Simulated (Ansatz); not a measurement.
Process, species as SMILES: [C]#N (C-N) → CN- (singlet, bonded as N#[C]) (an electron is taken up)
B3LYP-D3(BJ)/def2-TZVP geometries, fixed; electronic energies without zero-point terms; positive where energy is released.
Largest species:
```xyz
2

C      0.0000     0.0000    -0.6258
N      0.0000     0.0000     0.5364
```
Charge 0, spin multiplicity 2.

Basis-set convergence of the adiabatic electron affinity at HF with Ansatz (a first-principles code). All functions are spherical. The T1 diagnostic of CCSD is high for at least one species. An unrestricted Hartree-Fock determinant is markedly spin-contaminated. Open shells are unrestricted. No added dispersion term, no relativity. Functions are those of the species that has most. Reference: the value in aug-pcseg-3, 2.888 eV, itself unsure by roughly 0.007 eV (its mean distance from aug-cc-pVQZ, def2-QZVPPD). Deviations are taken from unrounded values.

```tsv
basis	functions	adiabatic electron affinity (eV)	minus reference (eV)
def2-SVP	28	2.466	-0.422
6-311G**	36	2.537	-0.352
def2-SVPD	40	2.705	-0.183
6-311+G**	44	2.917	0.029
aug-cc-pVDZ	46	2.914	0.026
6-311++G(2d,2p)	54	2.919	0.031
cc-pVTZ	60	2.672	-0.217
pcseg-2	60	2.848	-0.040
def2-TZVPPD	74	2.862	-0.026
6-311++G(3df,3pd)	78	2.902	0.014
aug-pcseg-2	92	2.889	0.001
pcseg-3	120	2.872	-0.016
aug-cc-pVQZ	160	2.885	-0.003
```
